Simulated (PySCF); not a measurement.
## A search over the determinants of NaCl

Unrestricted PBE0; Na 6-31G(d,p), Cl 6-31G(d,p); no relativity (PySCF 2.14). Outer shells of the fragments: Na 3s1; Cl 3s2 3p5.

Followed along the bond (rough minima from three points):

```
2Ms+1  unpaired  ⟨S²⟩ at the start  R at minimum (Å)  Te (eV)
    1      none               0.00              2.38     0.00
    3  σ ↑, π ↑               2.00  none in the scan   ≤ 4.11
```

Solutions found at the starting distance of 2.545 Å, counted from the lowest of them; the search is not exhaustive and high or unbound solutions are not listed, so other states can lie among these:

```csv
2Ms+1,unpaired,term,E (eV),⟨S²⟩,⟨Lz²⟩,μ (D)
1,none,¹Σ⁺,0.00,0.00,0.00,-9.54
3,"σ ↑, π ↑",³Π,4.16,2.00,1.01,2.54
1,"σ ↑, π ↓",mixed,4.19,1.00,1.00,2.73
3,σ ↑↑,³Σ⁺,4.50,2.00,0.00,2.55
3,π ↑↑,mixed,5.73,2.00,2.00,1.03
3,π ↑↑,mixed,5.82,2.00,2.00,1.10
3,"σ ↑, π ↑",³Π,6.21,2.00,1.00,1.00
```

A term symbol is given only where ⟨S²⟩ and ⟨Lz²⟩ are close to those of a pure state; real π, δ and φ orbitals otherwise mix terms. A positive dipole means Na(−)Cl(+).

Counting both spins, an empty level lies below a filled one in some of these solutions, because spin and occupation are held.
